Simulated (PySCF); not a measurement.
# ClH2Si: the cost of one run

Method: levels as typed in each script, gas phase, geometry from GFN2-xTB; program: PySCF 2.14.0.

### 1 The starting structure

4 atoms, charge 0, spin multiplicity 2.

Bond lengths: Cl1–Si2 2.022 Å, Si2–H3 1.452 Å, Si2–H4 1.451 Å. Angles: Cl1–Si2–H3 110.2°, Cl1–Si2–H4 110.3°, H3–Si2–H4 115.1°.

As a file:

```xyz
4
charge 0, multiplicity 2
Cl   -1.0114    0.0000    0.0149
Si    1.0081   -0.0001   -0.0871
H     1.5392    1.2254    0.4826
H     1.5401   -1.2240    0.4832
```

### 2 Density, bond paths and surface potential (B3LYP/6-311+g**)

The input, input.py:

```python
import numpy as np
from pyscf import gto, scf, dft
from pyscf.scf import atom_ks, atom_hf
from scipy.linalg import block_diag

def solve(mol, dm0=None, hcore=None):
    mf = (dft.UKS if mol.spin else dft.RKS)(mol, xc='b3lyp')
    mf.grids.level = 3
    mf = mf.density_fit(auxbasis='def2-universal-jkfit')
    mf.conv_tol, mf.max_cycle = 1e-8, 80
    if hcore is not None:
        mf.get_hcore = lambda *args: hcore
    mf.kernel(dm0)
    if not mf.converged:
        mf = mf.newton().run(mf.mo_coeff, mf.mo_occ, max_cycle=30)
    assert mf.converged, 'SCF not converged'
    return mf

mol = gto.M(atom='''
Cl    -1.01137    -0.00001     0.01495
Si     1.00814    -0.00009    -0.08714
H      1.53919     1.22540     0.48258
H      1.54014    -1.22396     0.48323
''', basis='6-311+g**', charge=0, spin=1, verbose=4)
mf = solve(mol)
mf.analyze()
# spherically averaged free atoms, for the promolecule
atm = atom_ks.get_atm_nrks(mol, xc='b3lyp')
pro = block_diag(*[(atm[a[0]][2] * atm[a[0]][3]) @ atm[a[0]][2].T for a in mol._atom])
np.savez('result.npz', e=mf.e_tot, c=mf.mo_coeff, occ=mf.mo_occ, eps=mf.mo_energy, pro=pro, dip=mf.dip_moment(verbose=0), s2=mf.spin_square()[0])
```

Command:

```console
$ OMP_NUM_THREADS=1 python input.py
```

What time and memory should one allow on 1 thread of Intel Xeon Platinum 8488C (Sapphire Rapids), shared host?

About 4.5 s, with a peak of 0.29 GiB.
